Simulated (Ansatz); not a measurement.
Name a neutral molecule of C, F and H with HOMO energy (ωB97M-V/def2-TZVPP) between -10.45 and -10.15 eV and LUMO energy (B3LYP/def2-TZVPP) between -0.10 and 0.20 eV (Ansatz, PBE0-D4/def2-TZVP geometry).

`C#CC(C)F` (-10.41 eV, 0.04 eV). Other molecules can fit too; these were computed, each in one conformer that needn't be the lowest.

B3LYP here is the variant with VWN-RPA as its local correlation; programs differ in this.
